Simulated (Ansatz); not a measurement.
**A substitution series on C: H to CH3**

On one C centre that keeps Cl, n of the H ligands are replaced by CH3. The HOMO–LUMO gap y in eV at wB97X-V/def2-TZVPP. Shapes, held fixed at every level: PBE0-D4/def2-TZVP. Programs: Ansatz 0.2.0.

```
molecule  n  y (eV)
   CH3Cl  0   13.92
  C2H5Cl  1   13.76
  C3H7Cl  2       ?
  C4H9Cl  3   13.52
```

Q: Fit y = c + s·n to the known rows and predict C3H7Cl.

A: 
1. Means of the 3 rows: n = 1.33333, y = 13.733.
2. Σ(Δn)² = 4.6667, Σ(Δn·Δy) = -0.61333, so the slope is -0.61333/4.6667 = -0.13143.
3. Intercept: 13.733 − (-0.13143) × 1.33333 = 13.908. The largest residual of the fit is 0.017.
4. C3H7Cl: 13.908 + (-0.13143) × 2 = 13.65 eV.

The run gave 13.67 eV, so the prediction is off by -0.02 eV, about the scatter of the fit. The steps per swap are -0.16, -0.09, -0.15 eV. Other levels give for C3H7Cl: r2SCAN-D4/def2-TZVPP 7.33; B3LYP-D4/def2-TZVPP 8.61; PBE0-D4/def2-TZVPP 9.17 eV. Orbital gaps aren't excitation energies, and the LUMO depends on the basis.
